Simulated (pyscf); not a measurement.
Optimised with ωB97X-D3(BJ)/def2-SVP in PySCF.

Br–SiH₂–Br + H₂O → HBr + HO–SiH₂–Br
Surface: singlet. Broken: Br–Si, H–O. Formed: Br–H, O–Si. Give ΔE‡ and ΔE from ωB97M-D3(BJ)/def2-TZVP, relative to the separated reactants.

ΔE‡ = 10.1 kcal/mol, ΔE = -3.3 kcal/mol. Zero-point energy shifts the barrier by +0.2 kcal/mol. It is a four-centre exchange, with an imaginary mode of 235i cm⁻¹. On the reactant side the descent ends in an adduct with a O–Si contact, 8.4 kcal/mol over the separated species and 3.4 kcal/mol under the saddle at ωB97X-D3(BJ)/def2-TZVP. What is counted as formed (O–Si) is already present as a longer contact in the reactant adduct; forming that adduct is a step of its own. This is the saddle that the search found; another between the same sides may lie lower. Elements up to Kr have no core potential and no relativistic terms here.
